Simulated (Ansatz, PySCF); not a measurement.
H3N. Atoms are numbered in the order given.

```xyz
4

N      0.0000     0.0000     0.1179
H     -0.8179    -0.4722    -0.2751
H      0.0000     0.9445    -0.2751
H      0.8179    -0.4722    -0.2751
```

Geometry: PBE-D3(BJ)/def2-TZVPD.

Vertical ionisation energy (IE) and electron affinity (EA) in eV. Rows of orbital energies are one-electron estimates. Where ΔSCF, EOM or ADC give a negative EA the extra electron is unbound and the value depends on the basis.

```json
[
 {"level": "−ε(HOMO), −ε(LUMO), B3LYP/def2-TZVPD (PySCF)", "IE": "[?]", "EA": "[?]"},
 {"level": "−ε(HOMO), −ε(LUMO), M06-2X/def2-TZVPD (PySCF)", "IE": "9.31", "EA": "-0.61"},
 {"level": "−ε(HOMO), −ε(LUMO), PBE/def2-TZVPD (PySCF)", "IE": "6.17", "EA": "0.34"},
 {"level": "EOM-CCSD/aug-cc-pVDZ (PySCF)", "IE": "10.69", "EA": "-0.76"},
 {"level": "ADC(3)/aug-cc-pVDZ (PySCF)", "IE": "10.94", "EA": "-0.75"},
 {"level": "ΔSCF, ωB97X-V/def2-TZVPD (Ansatz), final states of multiplicity 2 and 2", "IE": "10.94", "EA": "-1.84"},
 {"level": "ΔSCF, PBE/def2-TZVPD (Ansatz), final states of multiplicity 2 and 2", "IE": "10.96", "EA": "-1.48"}
]
```

Task: Complete the blanks. (An estimate is asked for; the answer gives what the named calculation found.)

Result: 
- −ε(HOMO), −ε(LUMO), B3LYP/def2-TZVPD (PySCF), IE: 7.50
- −ε(HOMO), −ε(LUMO), B3LYP/def2-TZVPD (PySCF), EA: 0.02

Task: What vertical singlet–triplet gap does ΔSCF give with ωB97X-V/def2-TZVPD (Ansatz, a quantum-chemistry and plane-wave program) and with PBE/def2-TZVPD (Ansatz)? (Estimate from the structure and the level; the computed values follow.)

Result: 6.63 and 6.28 eV (triplet above singlet where positive).

Task: Give the lowest 1s main lines (those of the lightest heavy element) from CVS-ADC(2)-x/aug-cc-pVDZ (PySCF, non-relativistic), with pole strengths. (The exact figures need the calculation; the answer reports its results.)

Result: 406.6 eV (1.54).

Task: Beyond the first one, list the lowest photoelectron lines from ADC(3)/aug-cc-pVDZ run with PySCF with their pole strengths (two spins summed). (The exact figures need the calculation; the answer reports its results.)

Result: 16.56 eV (1.85), 16.56 eV (1.85).
